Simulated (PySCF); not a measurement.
Gas-phase reaction: 3 C3H6 (cyclic) = C6H6 + 3 CH4

Energies from PySCF (xtb for GFN2), thermal terms from the rigid-rotor harmonic-oscillator model, ideal gas at 1 bar. 'Table' is the NASA 1993 thermochemical table (part measured, part estimated). † marks an energy on the PBE0/def2-TZVP geometry and frequencies; other levels use their own. 6-31G* has spherical d functions here. All species are closed-shell singlets. B3LYP is the form with VWN-RPA correlation. The harmonic model lacks anharmonicity and excited electronic states, which grow with temperature; levels with a mode under 35 cm⁻¹ are left out.

```
level              ΔH°(298 K), kJ  minus table  ΔG°(600 K), kJ
-----------------  --------------  -----------  --------------
table                      -300.8            -          -371.5
B3LYP/def2-TZVP†           -329.8        -29.0          -400.9
GFN2-xTB                   -173.0        127.8          -246.4
HF/6-31G*                  -311.6        -10.8          -383.1
HF/def2-TZVP†              -322.0        -21.2          -393.1
M06-2X/def2-TZVP†          -255.7         45.1          -326.8
PBE0/def2-TZVP             -267.9         32.9          -339.0
LDA/def2-TZVP†             -245.1         55.7          -316.2
```
